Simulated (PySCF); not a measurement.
## Static response to an electric field

Compound: C₄H₇P.
Geometry (GFN2-xTB, Å), atoms numbered from 1 in this order:
```
atom  x, y, z in Å
C1     2.7183   -0.2378   -0.2820
P2     1.1743   -0.8642   -0.3138
C3     0.2318    0.5794    0.2454
C4    -1.0907    0.6044    0.3975
C5    -2.0134   -0.5337    0.1391
H6     3.5521   -0.8567   -0.5671
H7     2.9532    0.7727    0.0122
H8     0.8144    1.4675    0.4633
H9    -1.5675    1.5176    0.7382
H10   -2.5642   -0.7819    1.0464
H11   -2.7442   -0.2581   -0.6213
H12   -1.4630   -1.4098   -0.1955
```

Level: CAM-B3LYP/def2-SVPD (PySCF), static field, nuclei fixed, core orbitals frozen in the response. The polarisability tensor in these axes (au):

```
x   116.73  -1.72  -7.59
y    -1.72  65.59   4.55
z    -7.59   4.55  54.08
```

Task: Give the principal values, the mean and the anisotropy Δα = √{½[(α1 − α2)² + (α2 − α3)² + (α1 − α3)²]}.

Result: Principal values 51.81, 66.85 and 117.74 au; mean 78.80 au = 11.68 Å³ = 12.99 × 10⁻⁴⁰ C²·m²/J; Δα = 59.84 au (76 % of the mean).

Task: What is the dipole moment, and where does it point?

Result: (-0.78, 0.93, 0.38) D, 1.27 D in size, pointing from the negative to the positive side. Measured along this direction, the outermost atoms are H6 at the negative end and H9 at the positive end.

Task: Traceless (Buckingham) quadrupole moment about the centre of nuclear charge: eigenvalues?

Result: -4.35, -1.19, 5.54 D·Å. The values depend on the origin, since the dipole doesn't vanish. The electronic extent ⟨r²⟩ about the same centre is 664 bohr², a root-mean-square distance of 2.01 Å for the 46 electrons.

Task: What depolarisation ratio follows for Rayleigh scattering of linearly polarised light, taking the static tensor?

Result: ρ = 3Δα²/(45ᾱ² + 4Δα²) = 10743.1/(279421 + 14324.1) = 0.0366.

Task: Find the Langevin capture rate constant for H3+ (3.023 u) meeting this molecule (86.029 u), k = 2.342 × 10⁻⁹ cm³/s × √(α in Å³ / reduced mass in u).

Result: The reduced mass is 2.92 u, so k = 4.68 × 10⁻⁹ cm³/s. The formula leaves out the permanent dipole, which adds to the capture rate.

Task: What would n − 1 = 2πNα be for an ideal gas of these molecules at 350 K and 1 atm, electronic part alone?

Result: N = p/kT = 2.0968 × 10¹⁹ cm⁻³, so n − 1 = 2π × N × 11.68 × 10⁻²⁴ cm³ = 1538 × 10⁻⁶ at long wavelengths, for an ideal gas.

Task: Directions of the eigenvectors, and the extent of the frame along each?

Result: Largest value along (0.99, -0.04, -0.12), where the nuclei span 6.26 Å; middle along (0.08, 0.95, 0.29), 3.11 Å; least along (0.10, -0.30, 0.95), 1.76 Å. The response follows the extents in order.

Isolated species at its GFN2-xTB geometry (one conformer only).
